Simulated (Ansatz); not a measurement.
**C₄H₃Cl: basis-set convergence**

The task here is to estimate one member of a computed series from the others.

Computed with Ansatz 0.2.0, Gaussian basis. Level: one geometry, several basis sets.

The runs, in order: PBE0-D4/def2-SVP; ωB97M-V/def2-SVP; PBE0-D4/def2-QZVPP; ωB97M-V/def2-QZVPP; the functionals' def2-TZVPP values are taken from earlier runs.

## The geometry

An earlier PBE0-D4 in a triple-zeta def2 set relaxation fixed the geometry.

8 atoms, charge 0, spin multiplicity 1.

Atoms are counted from 1 here; the program's logs count them from 0.

Bond lengths: Cl1–C2 1.688 Å, C2–C3 1.328 Å, C2–C5 1.564 Å, C3–C4 1.566 Å, C3–H6 1.079 Å, C4–C5 1.326 Å, C4–H7 1.081 Å, C5–H8 1.079 Å. Angles: Cl1–C2–C3 135.7°, Cl1–C2–C5 132.4°, C3–C2–C5 91.9°, C2–C3–C4 88.0°, C2–C3–H6 136.1°, C4–C3–H6 135.9°, C3–C4–C5 91.9°, C3–C4–H7 133.3°, C5–C4–H7 134.8°, C2–C5–C4 88.2°, C2–C5–H8 134.8°, C4–C5–H8 137.0°.

Set-up of the first run:

in.yaml reads:

```yaml
crystal:
  periodic: [false, false, false]
  atoms:
    - {symbol: Cl, position_ang: [-1.472634, -0.605376, 2.060556]}
    - {symbol: C, position_ang: [-0.480135, -0.166336, 0.767770]}
    - {symbol: C, position_ang: [0.488519, 0.720166, 0.571440]}
    - {symbol: C, position_ang: [0.596546, 0.195446, -0.899735]}
    - {symbol: C, position_ang: [-0.370783, -0.689834, -0.701681]}
    - {symbol: H, position_ang: [0.985294, 1.472574, 1.163311]}
    - {symbol: H, position_ang: [1.223539, 0.463486, -1.738389]}
    - {symbol: H, position_ang: [-0.878248, -1.447126, -1.278772]}
basis:
  gaussian: {orbitals: def2-SVP}
hamiltonian: {xc: pbe0, dispersion: d4}
output: {orbitals: {seedname: orbitals}}
```

Among the steps run: PBE0-D4 in def2-SVP; ωB97M-V in def2-SVP; PBE0-D4 in def2-QZVPP; ωB97M-V in def2-QZVPP.

One of the session's tables, all rows but one given; the rest of the session is left out.

It belongs to the step «Functionals by basis». 

```
functional       basis  HOMO (eV)  LUMO (eV)
   PBE0-D4    def2-SVP      -5.67      -1.71
   PBE0-D4  def2-TZVPP      -5.73      -1.84
   PBE0-D4  def2-QZVPP      -5.76      -1.90
   ωB97M-V    def2-SVP      -7.86       0.59
   ωB97M-V  def2-TZVPP      -7.91       0.37
   ωB97M-V  def2-QZVPP          ?          ?
```

Estimate the missing values for ωB97M-V, def2-QZVPP.

The run gave: HOMO (eV): -7.95; LUMO (eV): 0.27. In the column «HOMO (eV)» it is the lowest.
